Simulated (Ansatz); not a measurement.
How the TA phonon frequency at X of zinc-blende CdTe moves with the method

No measured value is used here.

```csv
level (code),value (cm⁻¹),cell (Å³/atom)
LDA (Ansatz),35,32.90
PBE (Ansatz),35,36.22
PBE+SOC (Ansatz),35,36.25
r²SCAN (Ansatz),35,35.25
B3LYP (VWN-RPA form) (Ansatz),41,37.14
HSE06 (Ansatz),38,35.33
PBE0 (Ansatz),39,35.22
```

Each level is taken at its own relaxed cell. Cutoffs and k meshes differ between the levels. Ansatz's density-functional and Hartree–Fock values are scalar-relativistic unless marked +SOC, with PAW data made under PBE.

Ansatz is a program for electronic structure.
